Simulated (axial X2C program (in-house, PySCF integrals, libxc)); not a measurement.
Nuclear properties of AlP⁻

Calculated with an axial X2C code built on PySCF integrals: two-component X2C with atomic mean-field Coulomb and Gaunt terms, Gaussian nuclei, basis P dyall-av3z, Al dyall-av3z with contracted cores.

R = 2.141 Å (near the PBE0 minimum at charge -1 of the determinant lowest at the starting distance; the state shown can have its own minimum elsewhere).

Determinant lowest in the PBE0 search, Ω = 1/2 (⟨Sz⟩ = 0.50, ⟨Lz⟩ = 0.00 at PBE0), spin on the atoms P 0.27, Al 0.23:

```tsv
level	Eeff magnitude (GV/cm)	Ws magnitude P (kHz)	Ws magnitude Al (kHz)	A∥/gI P (MHz)	qzz P (a.u.)	A∥/gI Al (MHz)	qzz Al (a.u.)
PBE0	0.0531	0.0112	0.0511	48.8	0.72	47.4	-0.38
HF	0.013	0.0293	0.0386	27.6	0.87	-138	-0.48
B3LYP	0.0487	0.0144	0.051	75.8	0.75	78.4	-0.39
PBE	0.0526	0.0104	0.05	78.9	0.65	106	-0.34
LDA	0.0529	0.0101	0.0502	105	0.64	165	-0.33
```

Determinant 0.17 eV from it at PBE0 and this distance, Ω = 3/2 (⟨Sz⟩ = 0.50, ⟨Lz⟩ = 1.00 at PBE0), spin on the atoms P 0.45, Al 0.05:

| level | Eeff magnitude (GV/cm) | Ws magnitude P (kHz) | Ws magnitude Al (kHz) | A∥/gI P (MHz) | qzz P (a.u.) | A∥/gI Al (MHz) | qzz Al (a.u.) |
| --- | --- | --- | --- | --- | --- | --- | --- |
| PBE0 | 0.00754 | 0.00119 | 0.000712 | 96.2 | -1.48 | 16.6 | -1.23 |
| HF | 0.0163 | 0.00238 | 0.00174 | 81.4 | -1.54 | 17.4 | -1.37 |
| B3LYP | 0.00554 | 0.000726 | 0.000669 | 105 | -1.52 | 17.6 | -1.25 |
| PBE | 0.00627 | 0.00102 | 0.000572 | 99 | -1.47 | 17.7 | -1.17 |
| LDA | 0.00442 | 0.000536 | 0.000594 | 112 | -1.51 | 18.5 | -1.18 |

Eeff is the effective electric field on the electron electric dipole moment in this Ω state and Ws the scalar–pseudoscalar constant of the nucleus named (defined with the proton number Z and per Ω); A∥ (defined per Ω) follows by multiplying with gI = μI/(I μN); qzz is the electric field gradient, eQq0 = 234.96 MHz × Q/barn × qzz. The operators were transformed with the bare-nucleus X2C matrices; with these basis sets, hyperfine constants and field gradients can be off by tens of per cent, and where levels differ in sign neither size nor sign is settled.

Task: With Q(27Al) = 0.1466 barn (Q from Pyykkö, Mol. Phys. 2018), turn the PBE0 values of the first state into constants in MHz.

Result: eQq0(27Al) = 234.96 × (0.1466) × (-0.38) = -13.1 MHz.

Each state is one determinant with collinear spin. Unrestricted Hartree–Fock can overshoot spin polarisation at the nuclei. For an anion, determinants above electron detachment, or with a positive highest level, are held by the basis set. Where Eeff spreads by more than a factor of two the levels disagree and none is to be relied on. At HF a later determinant lies lower. States lie within half an eV, so the first need not be the ground state. Further determinants of the search, some of them spin-mixed, are not shown. Where a field gradient or hyperfine factor spreads by more than a factor of two over the levels, a constant derived from it is not to be relied on. PBE0 term energies can be off by some tenths of an eV.
